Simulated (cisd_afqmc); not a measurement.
Input (AFQMC/CISD/aug-cc-pVTZ; cisd_afqmc is a phaseless AFQMC code with CISD trial states that reads the integrals written by Ansatz):

Ansatz 0.2 input:
```python
import cisd_afqmc

open("ham.yaml", "w").write("""\
crystal:
  periodic: [false, false, false]
  atoms:
    - {symbol: H, position_ang: [-1.52086387, 1.38882933, 0.00000000]}
    - {symbol: C, position_ang: [0.10863313, 0.54932933, 0.00000000]}
    - {symbol: O, position_ang: [0.10863313, -0.58560067, 0.00000000]}
basis:
  gaussian:
    orbitals: aug-cc-pVTZ
magnetization: {spin_polarized: true, initial_magnetization: 1}
correlation: {method: ccsd, electrons: outside_noble_gas, hamiltonian_folder: ham}
""")
rep = cisd_afqmc.ansatz("ham.yaml")
e_ccsd = rep["correlation"]["coupled_cluster"]["energy"]["hartree"]
out = cisd_afqmc.run("ham", e_ccsd, trial="CISD", walkers=1000, populations=1, threads=12, dt=0.005, steps=40, early=24, settle=10, least=100,
    cut=5e-5, rank_cut=2e-4, target=0.0004, seconds=1000, seed=4, memory=62639, gpu=True)
```

Output:

```
orbitals 113, occupied [6, 5], factors 527 of 692, rank of the doubles 444 of 1182
E(HF) = -113.266759
E(CCSD) on the cut factors = -113.638254, shift to the whole factors -0.000006
Energy of the trial state on the determinant = -113.638265
  tau behind 7.2 of longer steps, mean of the populations' last blocks
   2.0  -113.65759
   4.0  -113.65566
   6.0  -113.65695
   8.0  -113.65820
  10.0  -113.65483
  12.0  -113.65767
  14.0  -113.65657
  16.0  -113.65796
  18.0  -113.65839
  20.0  -113.65572
  22.0  -113.66002
  24.0  -113.65611
blocks 112 (0 outliers left out), error by blocks joined: 1: 0.00022, 2: 0.00027, 4: 0.00033, 8: 0.00037
E(AFQMC/CISD) = -113.65710 +/- 0.00037
```

The determinant is spin-contaminated: <S^2> is 0.78, 0.03 over the pure value.
